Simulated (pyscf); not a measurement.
`[CH3][CH3]` + `[Cl]` [doublet] → `[CH3][Cl]` + `[CH3]` [doublet] (substitution at C; doublet surface; C–C broken, C–Cl formed). Optimised with ωB97X-D3(BJ)/def2-SVP in PySCF. MP2 and CC: frozen core, UHF for open shells. ΔMP2 is the change of the MP2 total energy from the triple- to the quadruple-zeta basis. Energies in kcal/mol from the separated reactants.

```
level                             barrier  reaction energy
--------------------------------  -------  ---------------
PBE/def2-TZVP                        23.9             +7.2
M06-2X/def2-TZVP                     33.2             +9.6
ωB97M-D3(BJ)/def2-TZVP               34.5            +10.1
HF/def2-TZVP                         50.6            +12.3
MP2/def2-QZVPP                       37.0             +9.0
CCSD/def2-TZVPP                      39.8            +12.0
CCSD(T)/def2-TZVPP + ΔMP2(QZVPP)        ?                ?
```

**Question.** What belongs in the gaps?

**Answer.** 
- CCSD(T)/def2-TZVPP + ΔMP2(QZVPP), barrier: 34.9
- CCSD(T)/def2-TZVPP + ΔMP2(QZVPP), reaction energy: +10.2

The same reactants have a lower exit, to •H₂C–CH₃ + HCl (highest point, the separated products, at +2.2 kcal/mol at ωB97M-D3(BJ), against +34.5 kcal/mol here). This is the saddle that the search found; another between the same sides may lie lower. The angle at the attacked C is 180°. The CCSD(T) − MP2 part came from Ansatz, without density fitting, on the same reference. A UHF reference is spin-contaminated (<S²> up to 0.85), which harms MP2 most. Left out: the spin-orbit lowering of Cl.
